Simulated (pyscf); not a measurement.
PySCF, gas phase, ωB97X-D3(BJ)/def2-SVP geometries.

Problem. Estimate the classical barrier height and the reaction energy of •H₂Si–Cl + SiH₄ → H₃Si–Cl + SiH₃• at ωB97X-D3(BJ)/def2-TZVP. The step runs on the doublet surface, breaks H–Si and forms H–Si; take the separated reactants as zero.

Solution. ΔE‡ = 33.6 kJ/mol, ΔE = +3.2 kJ/mol. CCSD(T)/def2-TZVPP + ΔMP2(QZVPP) gives 44.6 kJ/mol and -0.9 kJ/mol. Zero-point energy shifts the barrier by -7.6 kJ/mol. It is a hydrogen abstraction, with an imaginary mode of 1425i cm⁻¹. This is the saddle that the search found; another between the same sides may lie lower. The angle at the transferred H is 151°. The CCSD(T) − MP2 part came from Ansatz, without density fitting, on the same reference.
